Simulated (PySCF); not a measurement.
## Oxygen: a sound run and one with changed settings

Sound run: O [He] 2s2 2p4, O⁺ [He] 2s2 2p3. Computed with PySCF 2.14 in cc-pVTZ, with the non-relativistic Hamiltonian (point nucleus). In the sound run the correlated levels freeze 1s2. The sound run starts from symmetry-adapted Hartree-Fock orbitals and uses a fine grid where one is needed.

Changed run: initial guess atom, at most 8 SCF cycles. This setting is unsound on purpose.

```
species   method  sound run (hartree)  changed run (hartree)  converged
      O      UHF            -74.81176              -74.81176         no
      O     TPSS            -75.10065              -75.10065        yes
      O    B3LYP            -75.09186              -75.09186        yes
     O⁺      UHF            -74.37037              -74.37037        yes
     O⁺     TPSS            -74.58675              -74.58675        yes
     O⁺    B3LYP            -74.57417              -74.57417        yes
     O⁺      MP2            -74.46801              -74.46801        yes
     O⁺  CCSD(T)            -74.48467              -74.48467        yes
```

Ionisation energy of O:

```
method  sound run (eV)  changed run (eV)
  TPSS          13.984            13.984
 B3LYP          14.087            14.087
```

The SCF was stopped early; the energies are upper bounds that still move, and correlated levels were skipped or rest on poor orbitals.

For comparison, NIST gives 13.618 eV between the lowest levels.
